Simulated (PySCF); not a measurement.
Ligands exchanged one at a time, Al F-SiH3. Gas-phase values, no solvent. Strings in code marks are SMILES.

All values below come from PBE0-D4/def2-TZVP run with PySCF. Delta-SCF ions had no search for a lower state. Excitations are Tamm–Dancoff values on a coarser integration grid. The basis has no diffuse functions, so Rydberg states are missing or too high.

```csv
species,S1 excitation (TDA) (eV),HOMO (eV),vertical ionisation energy (Delta-SCF) (eV),dipole moment (D),S1–T1 gap (TDA) (eV),S1 oscillator strength
0 of 3 F replaced by SiH3 (`[F][Al]([F])[F]`),8.49,-11.72,14.38,0.00,0.25,0.000
1 of 3 F replaced by SiH3 (`[Al]([SiH3])([F])[F]`),6.28,-8.67,10.90,1.82,1.51,0.120
2 of 3 F replaced by SiH3,3.97,-7.33,9.16,1.16,0.70,0.000
3 of 3 F replaced by SiH3,3.41,-7.30,8.98,0.21,0.59,0.000
```
